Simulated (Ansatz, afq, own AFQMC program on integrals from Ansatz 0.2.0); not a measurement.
## The Si2–O1 bond of SiH2O2, singlet, worked out

```
atom    x (Å)    y (Å)    z (Å)
   O  -1.4552  -0.1045  -0.2789
  Si  -0.2173  -0.8052   0.5782
   O   1.0336   0.1917   0.0644
   H  -1.2144   0.6506  -0.8336
   H   1.9033  -0.0062   0.4284
```

The molecule and both fragments are relaxed with PBE0/def2-SVP; the fragments keep their bonds.

Basis def2-TZVP. Noble-gas cores (and the filled d shells of Ga–Kr and In–Xe) are frozen. AFQMC by an in-house program on the Cholesky factors that Ansatz 0.2.0 writes for its CCSD(T) run. ph-AFQMC/CISD is guided by a CISD state made of CCSD amplitudes; releasing the constraint for a short imaginary time cuts its bias at the price of noise, slowly where states lie close. ± is one standard error of the sampling.

Total energies in eV. CBS is CCSD(T) at the limit of def2-TZVPP/QZVPP (extrapolated itself); the highest rung of each member is named.

Cautions: SiH₂O₂ (singlet): the released value is read at 1.50 1/Eh with a noise of 12 meV, more than in the cases checked (meV from the phaseless value at times in 1/Eh: -6 ± 7 at 0.24, -16 ± 6 at 0.51, -8 ± 9 at 0.99, -18 ± 12 at 1.50); SiHO (doublet): its ph-AFQMC/CISD value lies 20 ± 5 meV above CCSDT(Q).

| member | count | CCSD(T)/def2-TZVP | highest rung in def2-TZVP | which | CCSD(T)/CBS |
| --- | --- | --- | --- | --- | --- |
| SiHO, doublet | +1 | -9925.2440 | -9925.2816 | CCSDT(Q) | -9926.9305 |
| HO (doublet) | +1 | -2058.1800 | -2058.1943 | CCSDT(Q) | -2059.2489 |
| SiH₂O₂, singlet | -1 | -11988.8822 | -11988.9372 ± 0.0121 | released AFQMC | -11991.8250 |

Problem. Work out the best estimate of the bond energy: the CCSD(T)/CBS difference plus the step from CCSD(T) to the highest rung.

Solution. Sums with the counts: CCSD(T)/CBS 5.6456 eV, highest rung 5.4613 eV, CCSD(T)/def2-TZVP 5.4582 eV. The step is 5.4613 − 5.4582 = 0.0031 eV, so the best estimate is 5.6456 + (0.0031) = 5.6487 eV = 130.3 kcal/mol, with sampling noise 0.012 eV. The step is under twice that noise, so its sign is open. The basis set is worth 0.187 eV of it. Zero-point, core-correlation and spin–orbit terms aren't in it. Past Ne the Hartree–Fock part of each CBS total tends to overshoot, since the cores don't follow the formula; that largely cancels in the difference.

Best estimates are given only where the step beyond CCSD(T) is under 0.3 eV and no member's determinant is very poor (T1 over 0.05, or 0.07 for open shells, ⟨S²⟩ too high by 0.3, two states mixed), so the hardest cases are missing from such tables.

CCSDT and higher add their correlation energy to the determinant of the CCSD(T) run, since their own runs factorise the integrals more tightly (a shift of under 2 meV). Each member of a difference takes its own highest rung, so a best estimate needn't equal the limit plus the step of one row. A walk keeps the symmetry of its determinant, which the program's search chose and which needn't be the lowest solution, so a lower state of the same spin and another symmetry isn't excluded. Released energies are given only where the last usable release times agree within the noise; a slower fall can still hide under it.
